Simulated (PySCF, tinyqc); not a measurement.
Inside a calculation. Method: CIS on RHF in the sto-3g basis, frozen core, for HF, spin multiplicity 1. The lowest restricted solution is unstable here: a spin-polarised one lies 0.0110 hartree lower (PySCF). One step of it, computed by the program tinyqc.

Task: Iteration 1: building the Fock matrix. J_ij = sum D_kl (ij|kl), K_ij = sum D_kl (ik|jl); F = H + J - 0.5 K; E = tr D H + tr D J / 2 - 0.25 tr D K + E_nn.

D at the start, lower triangle:
```
            1F 1s      1F 2s    1F 2px    1F 2py     1F 2pz     2H 1s
1F 1s    2.122321
1F 2s   -0.517019   2.184652
1F 2px   0.000000   0.000000  2.000000
1F 2py   0.000000   0.000000  0.000000  2.000000
1F 2pz  -0.011761   0.064031  0.000000  0.000000   2.061316
2H 1s    0.038446  -0.159225  0.000000  0.000000  -0.186083  0.027586
```

core Hamiltonian H = T + V (hartree), lower triangle:
```
             1F 1s       1F 2s     1F 2px     1F 2py     1F 2pz      2H 1s
1F 1s   -40.428339
1F 2s    -9.485656  -10.906432
1F 2px    0.000000    0.000000  -8.588955
1F 2py    0.000000    0.000000   0.000000  -8.588955
1F 2pz   -0.007355   -0.091800   0.000000   0.000000  -8.633946
2H 1s    -0.781042   -1.934686   0.000000   0.000000  -1.414003  -4.064368
```

Two-electron integrals (ij|kl) in chemists' order, unique and non-zero (hartree):
```
(11|11) 5.403501   (21|11) 0.841920   (21|21) 0.156299   (22|11) 1.268028
(22|21) 0.292344   (22|22) 0.926167   (31|31) 0.027998   (32|31) 0.043169
(32|32) 0.204588   (33|11) 1.264502   (33|21) 0.292403   (33|22) 0.925959
(33|33) 0.997514   (41|41) 0.027998   (42|41) 0.043169   (42|42) 0.204588
(43|43) 0.053770   (44|11) 1.264502   (44|21) 0.292403   (44|22) 0.925959
(44|33) 0.889973   (44|44) 0.997514   (51|51) 0.027998   (52|51) 0.043169
(52|52) 0.204588   (53|53) 0.053770   (54|54) 0.053770   (55|11) 1.264502
(55|21) 0.292403   (55|22) 0.925959   (55|33) 0.889973   (55|44) 0.889973
(55|55) 0.997514   (61|11) 0.069504   (61|21) 0.012805   (61|22) 0.023839
(61|33) 0.023805   (61|44) 0.023805   (61|51) 0.000496   (61|52) 0.000940
(61|55) 0.023911   (61|61) 0.001059   (62|11) 0.197771   (62|21) 0.046302
(62|22) 0.166421   (62|33) 0.163921   (62|44) 0.163921   (62|51) 0.003106
(62|52) 0.025609   (62|55) 0.171254   (62|61) 0.003852   (62|62) 0.038668
(63|31) 0.004579   (63|32) 0.028169   (63|53) 0.005214   (63|63) 0.005439
(64|41) 0.004579   (64|42) 0.028169   (64|54) 0.005214   (64|64) 0.005439
(65|11) 0.143755   (65|21) 0.034060   (65|22) 0.131207   (65|33) 0.125860
(65|44) 0.125860   (65|51) 0.006546   (65|52) 0.046943   (65|55) 0.141752
(65|61) 0.002933   (65|62) 0.037572   (65|65) 0.041764   (66|11) 0.399647
(66|21) 0.095047   (66|22) 0.395056   (66|33) 0.383684   (66|44) 0.383684
(66|51) 0.006904   (66|52) 0.081774   (66|55) 0.417508   (66|61) 0.007928
(66|62) 0.125244   (66|65) 0.142625   (66|66) 0.774606
```

nuclear repulsion = 3.63002660 hartree

Give: Coulomb J; exchange K; Fock matrix F; total energy of this density.

Result:

Coulomb J (hartree), lower triangle:
```
          1F 1s   1F 2s  1F 2px  1F 2py  1F 2pz   2H 1s
1F 1s   20.9320
1F 2s    4.0124  9.9357
1F 2px   0.0000  0.0000  9.9271
1F 2py   0.0000  0.0000  0.0000  9.9271
1F 2pz   0.0017  0.0019  0.0000  0.0000  9.9264
2H 1s    0.3289  1.7248  0.0000  0.0000  1.3347  3.9476
```

exchange K (hartree), lower triangle:
```
          1F 1s   1F 2s  1F 2px  1F 2py  1F 2pz   2H 1s
1F 1s   11.1097
1F 2s    1.9470  3.2349
1F 2px   0.0000  0.0000  2.6647
1F 2py   0.0000  0.0000  0.0000  2.6647
1F 2pz   0.0007  0.0053  0.0000  0.0000  2.6670
2H 1s    0.1703  0.4895  0.0000  0.0000  0.2814  0.1243
```

Fock matrix F (hartree), lower triangle:
```
           1F 1s    1F 2s  1F 2px  1F 2py   1F 2pz    2H 1s
1F 1s   -25.0511
1F 2s    -6.4468  -2.5882
1F 2px    0.0000   0.0000  0.0058
1F 2py    0.0000   0.0000  0.0000  0.0058
1F 2pz   -0.0060  -0.0926  0.0000  0.0000  -0.0411
2H 1s    -0.5373  -0.4547  0.0000  0.0000  -0.2201  -0.1789
```

total energy of this density = -97.901137 hartree
